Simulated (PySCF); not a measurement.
Compound: C5H11S (charge +1).
Bonds: C1–S2, S2–C3, C3–C4, C4–C5, C5–C6, S2–C6. Hydrogens: H7, H8, H9 on C1; H10, H11 on C3; H12, H13 on C4; H14, H15 on C5; H16, H17 on C6.

Computed with PySCF, TDDFT wB97X-D/def2-SVPD, vertical, gas phase, core orbitals frozen in the response. Isolated species at its PBE0-D3(BJ)/def2-SVP geometry (one conformer only).

Problem. List the vertical singlet excitations with oscillator strengths and describe the spectrum.

Solution. 

| state | E (eV) | λ (nm) | f | main configurations (H = HOMO, L = LUMO) |
| --- | --- | --- | --- | --- |
| S1 | 7.76 | 159.8 | 0.040 | H→L (95%) |
| S2 | 8.02 | 154.6 | 0.035 | H→L+1 (92%) |
| S3 | 8.67 | 142.9 | 0.0039 | H-1→L (92%) |
| S4 | 9.04 | 137.1 | 0.0069 | H-3→L (44%), H-2→L (32%), H-4→L (10%) |
| S5 | 9.07 | 136.8 | 0.0030 | H-1→L+1 (90%) |
| S6 | 9.20 | 134.8 | 0.039 | H→L+2 (73%), H→L+4 (18%) |

The lowest singlet comes at 160 nm (749 kJ/mol) in the vacuum ultraviolet; it is of moderate strength; its leading configuration is HOMO→LUMO (95%). The largest oscillator strength of a single state is 0.040. Löwdin shares by element: HOMO sulfur 53%, carbon 24% or more (atoms not listed hold the other 23%); LUMO sulfur 49%, carbon 35% or more (atoms not listed hold the other 16%). Weighted by f, the mean energy of these states is 8.40 eV. Orbital energies (eV): HOMO-3 -16.78, HOMO-2 -16.75, HOMO-1 -16.14, HOMO -15.70, LUMO -2.95, LUMO+1 -2.70, LUMO+2 -1.89. The oscillator strengths of these states sum to 0.128; summed over the whole spectrum of an exact calculation they would give the number of electrons, 56 (Thomas–Reiche–Kuhn). The window holds the lowest 6 singlets.

Cost: about 90 s of CPU time on one thread; the machine was shared, so the figure is rough.
